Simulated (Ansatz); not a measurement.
# Interaction energy ladder

The pair of PH3 (SMILES P, atoms 1–4) and PH3 (SMILES P, atoms 5–8), both closed shells, in one local arrangement (a lower one may exist), relaxed at PBE0-D4/def2-TZVP:

```
8
angstrom
P 0.0578 -0.0379 -2.4204
H -0.8052 0.6551 -1.5306
H 1.2293 0.3931 -1.7435
H -0.0188 -1.2463 -1.6785
P -0.5040 0.4266 1.6213
H -0.3184 0.2502 3.0184
H 0.8884 0.5283 1.3667
H -0.5289 -0.9693 1.3666
```

Program: Ansatz 0.2.0. Basis: def2-TZVPPD, with def2-QZVPPD for the basis limit. Cores are frozen in the correlated methods. B3LYP uses VWN-RPA correlation. Extrapolation: Hartree–Fock as exp(−7.88 √X), correlation as X^−2.97. Interaction energies count from these two fragments, frozen as in the pair, with the counterpoise correction; negative means bound.

(1) What is the interaction energy by CCSD(T) at an estimated basis limit (MP2 extrapolated from triple and quadruple zeta, plus CCSD(T) − MP2 in triple zeta)? (To be estimated.)

T1 diagnostic: at most 0.014.

## Answers

(1) The calculation gives: -0.92 kcal/mol. Hartree–Fock alone gives 0.84 kcal/mol at the basis limit, so without correlation the pair would not bind at this distance. It counts from the two fragments frozen as in the pair.

The same quantity by other methods in triple zeta, and each one's difference from that estimate:
| method | E_int (kcal/mol) | difference |
| --- | --- | --- |
| PBE-D4 | -1.33 | -0.41 |
| revPBE-D4 | -1.13 | -0.21 |
| BLYP-D4 | -0.99 | -0.07 |
| r2SCAN-D4 | -0.90 | 0.02 |
| B97M-V | -0.91 | 0.01 |
| PBE0-D4 | -1.18 | -0.26 |
| B3LYP-D4 | -1.06 | -0.14 |
| HSE06-D4 | -1.19 | -0.27 |
| wB97X-V | -0.87 | 0.05 |
| wB97M-V | -0.86 | 0.07 |
| B2PLYP | -0.03 | 0.89 |
| HF | 0.84 | 1.77 |
| MP2 | -0.82 | 0.11 |
| CCSD | -0.45 | 0.47 |
| CCSD(T) | -0.69 | 0.23 |
Differences are method less estimate.

Basis-set superposition shift (counterpoise-corrected less uncorrected): CCSD(T) 0.26; MP2 0.26; HF 0.06; PBE0-D4 0.06; wB97M-V 0.09 kcal/mol.

For scale, one of the runs: CCSD(T)/def2-TZVPPD, 198 basis functions (an equivalent command: `ansatz run in.yaml --threads 2`). The run took 13 s on 2 CPU threads (shared host), with 2.2 GiB of host memory at its peak.
